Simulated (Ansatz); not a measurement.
# BH3 (singlet): the correlation ladder at a displaced geometry (v2), cc-pVDZ

The task here is to estimate one member of a computed series from the others.

Computed with Ansatz 0.2.0, Gaussian basis. Level: cc-pVDZ, core rule «outside noble gas», up to 1 orbitals frozen.

The runs, in order: UHF; CCSD(T) on RHF; BCCD(T) on RHF; CISD; CCSDT(Q) on RHF; CCSDTQ on RHF; Full CI.

21 further runs of the same task are left out: 5 for a known fault of the program, 8 that didn't finish, 8 set aside as unsound or not needed.

**What is computed**

The geometry is a PBE0/def2-TZVP stationary point (not a proven minimum) with its atoms shifted at random (size 0.100 Å).

4 atoms, charge 0, spin multiplicity 1.

Atoms are counted from 1 here; the program's logs count them from 0.

Bond lengths: B1–H2 1.029 Å, B1–H3 1.221 Å, B1–H4 1.266 Å. Angles: H2–B1–H3 123.6°, H2–B1–H4 119.0°, H3–B1–H4 117.4°.

Coordinates:

```mol
BH3
  3D, bonds by distance, orders not assigned

  4  3  0  0  0  0  0  0  0  0999 V2000
    0.0188    0.0069   -0.0027 B   0  0
    1.0473    0.0299    0.0087 H   0  0
   -0.6787    1.0091   -0.0021 H   0  0
   -0.5704   -1.1132    0.0221 H   0  0
  1  2  8  0
  1  3  8  0
  1  4  8  0
M  END
```

The first run:

Input file in.yaml:

```yaml
crystal:
  periodic: [false, false, false]
  atoms:
    - {symbol: B, position_ang: [0.018816, 0.006921, -0.002669]}
    - {symbol: H, position_ang: [1.047319, 0.029851, 0.008667]}
    - {symbol: H, position_ang: [-0.678731, 1.009084, -0.002093]}
    - {symbol: H, position_ang: [-0.570411, -1.113167, 0.022054]}
basis:
  gaussian: {orbitals: cc-pVDZ}
magnetization: {spin_polarized: true, initial_magnetization: 0}
hamiltonian: {xc: hf}
output: {orbitals: {seedname: orbitals}}
```

The run is started by

```sh
$ ansatz run in.yaml --threads 1 --pin off --events-out ev --progress --plain --max-ram 2393MiB
```

Among the steps run: UHF; CCSD(T) on RHF; BCCD(T) on RHF; CISD; CCSDT(Q) on RHF; CCSDTQ on RHF; Full CI.

One table of the session follows, with a row left open; its other results are not shown here.

It belongs to the step «Misses and costs». 

```
   method  from FCI (meV)
      RHF               ?
     RMP2          +703.9
     CISD          +144.6
    RCCSD           +50.8
 RCCSD(T)           +10.5
  BCCD(T)           +10.5
   RCCSDT            +1.1
RCCSDT(Q)            +0.2
  RCCSDTQ             0.0
      FCI               0
```

Estimate the missing values for RHF.

The run gave: from FCI (meV): +3199.3. In the column «from FCI (meV)» it is the highest.
